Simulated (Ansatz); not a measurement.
# hcp against bcc along group 5

Level of theory: DFT, BLYP, plane waves (420 eV) with PAW, scalar-relativistic (Ansatz). (PAW data from PBE, frozen cores regenerated.)

Each structure is relaxed within its symmetry, in the lowest magnetic state of the tried starts. Differences under about 8 meV lie within the error of the k-point mesh.

| element | E(hcp) − E(bcc) (meV/atom) | V(hcp) (Å³/atom) | V(bcc) (Å³/atom) | state of hcp | state of bcc |
| --- | --- | --- | --- | --- | --- |
| V | ? | ? | ? | ? | ? |
| Nb | 266 | 19.44 | 18.82 | spin not included | spin not included |
| Ta | 252 | 19.36 | 18.89 | spin not included | spin not included |

(1) Fill in the row of V.

Answers

(1) E(hcp) − E(bcc) (meV/atom): 228; V(hcp) (Å³/atom): 14.29; V(bcc) (Å³/atom): 13.86; state of hcp: spin not included; state of bcc: spin not included.
